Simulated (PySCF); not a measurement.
# What PySCF settings do for O2

Base input, run as `OMP_NUM_THREADS=1 python input.py` with PySCF 2.14:

```python
from pyscf import gto, dft, tdscf

mol = gto.M(
    atom='O 0 0 0; O 0 0 1.14',
    basis='aug-cc-pvdz',
    charge=0,
    spin=2,
    verbose=4,
)
mf = dft.UKS(mol, xc='pw91')
mf.kernel()
td = tdscf.TDA(mf)
td.nstates = 5
td.kernel()
td.analyze()
mf.dip_moment()
print('orbital energies (hartree):', [e[max(0, n-3):n+3].round(4) for e, n in zip(mf.mo_energy, mol.nelec)])
```

Base result: E(SCF) = -150.304440 Eh, 7 cycles, ⟨S²⟩ = 2.004, μz(SCF) = 0.00 D, first excitations without spin–orbit coupling 7.36, 7.36, 7.65, 7.65, 7.88 eV. The bond length is a typed value, not an optimised one. No search for the lowest solution was made.

It ran on AMD EPYC 7R43 64-Core (1 thread, shared host) in 6.6 s, peak memory 0.19 GiB.

Each row names what differs from the base; energies in brackets are changes from the base.

| change | result | wall time (s) |
| --- | --- | --- |
| SCF type: UKS → RKS [runs as restricted open-shell] | E(SCF) = -150.302394 Eh (+0.0557 eV), 6 cycles, μz(SCF) = 0.00 D, first excitations without spin–orbit coupling 7.29, 7.29, 7.58, 7.58, 7.84 eV | 7.3 |
| electric field along z (a.u.): none → -0.01 | E(SCF) = -150.305134 Eh (-0.0189 eV), 8 cycles, ⟨S²⟩ = 2.004, μz(SCF) = -0.35 D, first excitations without spin–orbit coupling 6.62, 6.62, 7.86, 7.86, 8.08 eV | 9.1 |
| smearing width (hartree): none → 0.01; step after the SCF: tda → none [smearing does not keep the typed spin] | E(SCF) = -150.262483 Eh (+1.1417 eV), 6 cycles, μz(SCF) = 0.00 D | 2 |
| charge: 0 → -1; spin (2S): 2 → 3 [another spin of the ion may lie lower] [a high spin state] | E(SCF) = -150.213946 Eh (+2.4625 eV), 8 cycles, ⟨S²⟩ = 3.754, first excitations without spin–orbit coupling 1.85, 1.85, 1.87, 3.35, 3.35 eV | 6 |
| basis set: aug-cc-pvdz → minao | E(SCF) = -150.141986 Eh (+4.4206 eV), 5 cycles, ⟨S²⟩ = 2.001, μz(SCF) = 0.00 D, first excitations without spin–orbit coupling 7.82, 7.82, 7.96, 7.96, 8.42 eV | 1.8 |
| point-group symmetry: off → on | E(SCF) = -150.304440 Eh (+0.0000 eV), 7 cycles, ⟨S²⟩ = 2.004, μz(SCF) = 0.00 D, first excitations without spin–orbit coupling 7.36, 7.36, 7.65, 7.65, 7.88 eV | 6.9 |
| basis set: aug-cc-pvdz → pcseg-2 | E(SCF) = -150.344366 Eh (-1.0865 eV), 7 cycles, ⟨S²⟩ = 2.004, μz(SCF) = 0.00 D, first excitations without spin–orbit coupling 7.94, 7.94, 8.47, 8.88, 8.88 eV | 9.1 |
| length unit: angstrom → bohr [unsound on purpose] | E(SCF) = -146.979304 Eh (+90.4816 eV), ⟨S²⟩ = 2.000, μz(SCF) = 0.00 D, first excitations without spin–orbit coupling 0.18, 0.36, 0.36, 0.57, 0.57 eV | 11 |
| basis set: aug-cc-pvdz → 6-31g | E(SCF) = -150.214234 Eh (+2.4546 eV), 6 cycles, ⟨S²⟩ = 2.003, μz(SCF) = 0.00 D, first excitations without spin–orbit coupling 8.05, 8.05, 8.51, 8.59, 8.59 eV | 2.3 |
| spin (2S): 2 → 0 [spin-contaminated] | E(SCF) = -150.290058 Eh (+0.3913 eV), 9 cycles, ⟨S²⟩ = 1.002, μz(SCF) = 0.00 D, first excitations without spin–orbit coupling 0.78, 2.01, 7.21, 7.21, 7.47 eV | 9.4 |
| basis set: aug-cc-pvdz → jorge-dzp | E(SCF) = -150.308019 Eh (-0.0974 eV), 7 cycles, ⟨S²⟩ = 2.003, μz(SCF) = 0.00 D, first excitations without spin–orbit coupling 7.98, 7.98, 8.47, 8.75, 8.75 eV | 4 |
| functional: pw91 → pbesol | E(SCF) = -149.709098 Eh, 7 cycles, ⟨S²⟩ = 2.004, μz(SCF) = 0.00 D, first excitations without spin–orbit coupling 7.63, 7.63, 7.88, 7.88, 8.11 eV | 6 |
| PCM solvent, dielectric constant: none → 2.27; step after the SCF: tda → analyze | E(SCF) = -150.304583 Eh (-0.0039 eV), 7 cycles, ⟨S²⟩ = 2.004, μz(SCF) = 0.00 D | 3.2 |
| DIIS space: default → off [unsound on purpose] [may be another electronic state] | not converged: SCF after 50 cycles | 11 |
| functional: pw91 → tpssh | E(SCF) = -150.343846 Eh, 7 cycles, ⟨S²⟩ = 2.007, μz(SCF) = 0.00 D, first excitations without spin–orbit coupling 7.61, 7.61, 8.33, 8.33, 8.39 eV | 18 |
| spin (2S): 2 → 3 [unsound on purpose] | stops with RuntimeError (Electron number 16 and spin 3 are not consistent) | 0.93 |
| geometry: bond 1.14 → bond 1.425 | E(SCF) = -150.280724 Eh (+0.6453 eV), 7 cycles, ⟨S²⟩ = 2.006, μz(SCF) = 0.00 D, first excitations without spin–orbit coupling 3.77, 3.77, 4.22, 5.89, 5.89 eV | 6.2 |
| step after the SCF: tda → stability | E(SCF) = -150.304440 Eh (+0.0000 eV), 7 cycles, ⟨S²⟩ = 2.004, μz(SCF) = 0.00 D, internal stable; real -> complex stable | 16 |
| charge: 0 → 1; spin (2S): 2 → 1 [another spin of the ion may lie lower] | E(SCF) = -149.860159 Eh (+12.0895 eV), 7 cycles, ⟨S²⟩ = 0.751, first excitations without spin–orbit coupling 0.14, 6.24, 6.53, 6.75, 8.09 eV | 12 |

Task: Order these changes by how far they move the SCF energy from the base, largest first: (1) PCM solvent, dielectric constant: none → 2.27; step after the SCF: tda → analyze; (2) SCF type: UKS → RKS; (3) electric field along z (a.u.): none → -0.01; (4) geometry: bond 1.14 → bond 1.425.

Result: (4) +0.6453 eV, (2) +0.0557 eV, (3) -0.0189 eV, (1) -0.0039 eV.
